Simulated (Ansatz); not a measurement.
Reaction: CH4O (SMILES CO) + H+ → CH5O+ (SMILES C[OH2+])
Each species at its own B3LYP-D3(BJ)/def2-TZVP minimum (Ansatz, a program for electronic structure).

Quantity: proton affinity (electronic), positive where energy is released, in kcal/mol. Open shells are spin-unrestricted; no spin-orbit coupling. CBS(X,Y): correlation extrapolated as X^-3, Hartree-Fock from the larger set (Q,5: extrapolated as (X+1)exp(-9√X)). A bracket is a step between two methods taken in the basis named. The functionals are non-relativistic, so their misses hold any scalar relativity. '+ core + X2C': CCSD(T) terms for core correlation (cc-pwCVTZ) and scalar relativity (cc-pVTZ-DK).

CCSD(T)/CBS(cc-pVQZ,cc-pV5Z) + [CCSDT(Q) - CCSD(T)]/cc-pVDZ + core + X2C (Ansatz) gives 186.6 kcal/mol.

Task: What does PBE/def2-TZVPD (Ansatz) give here, and how do the other levels compare?

Result: PBE gives 184.6 kcal/mol, 2.0 kcal/mol below it. Differences of the others: PBE0/def2-TZVPD (Ansatz) 0.0; CCSD(T)/CBS(cc-pVQZ,cc-pV5Z) + core + X2C (Ansatz) 0.0 kcal/mol. Nearer than PBE: PBE0/def2-TZVPD, CCSD(T)/CBS(cc-pVQZ,cc-pV5Z) + core + X2C.
